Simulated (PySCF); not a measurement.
Job file and geometry (Å, from PBE0-D3(BJ)/def2-SVP) of an NMR shielding run on `p1pp[p-]p1`, [P5]-, PySCF, GIAO B3LYP/pcSseg-2 NMR shielding, non-relativistic, gas phase; density fitting, a coarse starting grid and PySCF grid level 2 are the driver's defaults:

```
$ OMP_NUM_THREADS=1 python probes_run.py task.json out

{"job": {"kind": "nmr", "xc": "B3LYP", "basis": "pcSseg-2", "pop": false}, "charge": -1, "multiplicity": 1}
P      0.112355     1.779180     0.024054
P     -1.095271     0.616361    -1.245525
P     -0.779091    -1.407799    -0.770411
P      0.622591    -1.495055     0.795438
P      1.172877     0.474196     1.288066
```

Question: Write the output of this run.

Answer: 
```
coarse grid: 8120 points
cycle   1  E = -1707.0355383277  dE =  4.818e-01  |g| = 2.780e-01  |ddm| = 2.443e+00
cycle   2  E = -1707.0323532625  dE =  3.185e-03  |g| = 2.951e-01  |ddm| = 9.047e-01
cycle   3  E = -1707.0601163871  dE = -2.776e-02  |g| = 5.916e-02  |ddm| = 4.229e-01
cycle   4  E = -1707.0607147909  dE = -5.984e-04  |g| = 4.521e-03  |ddm| = 5.174e-02
cycle   5  E = -1707.0607178987  dE = -3.108e-06  |g| = 2.454e-03  |ddm| = 8.921e-03
final grid: 59632 points
cycle   6  E = -1707.0724982714  dE = -1.676e-06  |g| = 5.017e-03  |ddm| = 1.048e-02
cycle   7  E = -1707.0724395951  dE =  5.868e-05  |g| = 1.323e-02  |ddm| = 2.077e-02
cycle   8  E = -1707.0725070272  dE = -6.743e-05  |g| = 6.393e-04  |ddm| = 1.571e-02
cycle   9  E = -1707.0725070983  dE = -7.110e-08  |g| = 3.537e-04  |ddm| = 8.999e-04
cycle  10  E = -1707.0725071365  dE = -3.819e-08  |g| = 2.331e-05  |ddm| = 3.600e-04
cycle  11  E = -1707.0725071366  dE = -5.912e-11  |g| = 1.406e-05  |ddm| = 3.772e-05
converged SCF energy = -1707.0725071366

GIAO shielding tensors (ppm)
atom      isotropic    diamagn.    paramagn.     s11        s22        s33       span
  0 P     -236.240     970.138   -1206.378   -445.233   -395.779    132.293    577.526
  1 P     -235.784     970.139   -1205.923   -445.018   -395.738    133.405    578.423
  2 P     -235.635     970.141   -1205.776   -443.430   -396.043    132.570    576.000
  3 P     -236.514     970.140   -1206.653   -446.396   -395.844    132.700    579.096
  4 P     -235.924     970.142   -1206.066   -443.885   -396.777    132.890    576.775
```

Question: Turn these shieldings into chemical shifts. References, each an isolated molecule treated in the same way: H3PO4 for ³¹P (σref 283.32).

Answer: Averaging equivalent atoms: P 0/1/2/3/4: 519.3 ppm. Experimental scales use liquid or dissolved standards, which lie at an offset from isolated H3PO4.

Size and cost of the density-fitted run: 215 basis functions, 14 s wall time on 1 thread of an Intel Xeon 6975P-C, shared host; peak memory 0.86 GiB.
